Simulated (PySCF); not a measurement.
## Dipole moment and polarisability across levels of theory

Compound: 2-propanamine, C3H9N.
SMILES: `NC(C)C`

PySCF, dipoles from the SCF density, polarisabilities from static response with core orbitals frozen. The structure is a single PBE0-D3(BJ)/def2-SVP conformer in the gas phase; no vibrational or solvent corrections.

**Question.** How do dipole and polarisability depend on functional and basis here?

**Answer.** 

```json
{"level": "LDA/def2-SVPD", "μ (D)": "1.292", "α (Å³)": "7.78", "error (%)": "+0.1", "anisotropy (Å³)": "0.89"}
{"level": "PBE/def2-SVPD", "μ (D)": "1.250", "α (Å³)": "7.64", "error (%)": "-1.6", "anisotropy (Å³)": "0.90"}
{"level": "B3LYP/def2-SVPD", "μ (D)": "1.285", "α (Å³)": "7.40", "error (%)": "-4.8", "anisotropy (Å³)": "0.86"}
{"level": "PBE0/def2-SVPD", "μ (D)": "1.282", "α (Å³)": "7.31", "error (%)": "-5.8", "anisotropy (Å³)": "0.86"}
{"level": "BHandHLYP/def2-SVPD", "μ (D)": "1.317", "α (Å³)": "7.10", "error (%)": "-8.6", "anisotropy (Å³)": "0.84"}
{"level": "CAM-B3LYP/def2-SVPD", "μ (D)": "1.321", "α (Å³)": "7.27", "error (%)": "-6.4", "anisotropy (Å³)": "0.83"}
{"level": "HF/def2-SVPD", "μ (D)": "1.352", "α (Å³)": "6.82", "error (%)": "-12.2", "anisotropy (Å³)": "0.79"}
```

Reference polarisability: 7.769 Å³ (measured, gas; NIST CCCBDB Release 22 (SRD 101), experimental polarizabilities). The anisotropy is √(½[(α1 − α2)² + (α2 − α3)² + (α3 − α1)²]). For the polarisability, the smallest error is 0.1% (LDA/def2-SVPD) and the largest 12.2% (HF/def2-SVPD). The dipole runs from 1.25 D (PBE/def2-SVPD) to 1.35 D (HF/def2-SVPD). In one basis (def2-SVPD) the functionals order the polarisability from HF (lowest) to LDA (highest), a spread of 14%. Measured values can belong to vibrating molecules and may average over conformers; the computed ones are for one fixed geometry.
